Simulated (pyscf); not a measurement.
H₂C⁻–Br + HF -> H₃C–Br + F⁻, a proton transfer (singlet surface; F–H broken, C–H formed). Single points on ωB97X-D3(BJ)/def2-SVPD structures (PySCF, gas phase). MP2 and CC: frozen core, UHF for open shells. ΔMP2 is the change of the MP2 total energy from the triple- to the quadruple-zeta basis. Energies in kcal/mol from the separated reactants.

Small-basis levels: PySCF, no dispersion term, spherical d functions. AM1 to PM7: differences of heats of formation from MOPAC. 

```tsv
level	barrier	reaction energy
HF/STO-3G	10.4	+91.6
MP2/6-31G*+LANL2DZ	-9.9	-9.8
SVWN5/6-31G*+LANL2DZ	-22.5	+5.3
BP86/6-31G*+LANL2DZ	-11.8	+6.2
B3LYP/STO-3G	-6.8	+106.0
M06-2X/6-31G*+LANL2DZ	-10.4	+2.9
PBE/def2-SVP	-17.3	+8.4
B3LYP/def2-SVP	-13.7	+4.8
AM1	-3.1	+30.6
CCSD(T)/def2-TZVPPD + ΔMP2(QZVPPD)	-10.7	-23.9
```

Against the last row the barrier runs from -11.8 (SVWN5/6-31G*+LANL2DZ) to +21.1 kcal/mol (HF/STO-3G). CCSD(T)/def2-TZVPPD + ΔMP2(QZVPPD) has limits of its own. On the reactant side the descent ends in a bound adduct, 15.6 kcal/mol under the separated species and 2.5 kcal/mol under the saddle at ωB97X-D3(BJ)/def2-TZVPD. On the product side the descent ends in a bound adduct, 16.9 kcal/mol under the separated species and 33.5 kcal/mol under the saddle at ωB97X-D3(BJ)/def2-TZVPD. At CCSD(T) the saddle lies under the separated reactants, which points to a path from their complex (located at ωB97X-D3(BJ) alone). At ωB97X-D3(BJ) the barrier from the zero used here is -13.1 kcal/mol. This is the saddle that the search found; another between the same sides may lie lower. The angle at the transferred H is 175°. The CCSD(T) − MP2 part came from Ansatz, without density fitting, on the same reference. The frozen core leaves the outer d or s,p core shells of the metals and heavy elements correlated in the MP2 and CC values, and def2-TZVPP describes them poorly, which can shift differences by a few kcal/mol. In the def2 sets elements up to Kr have no core potential.
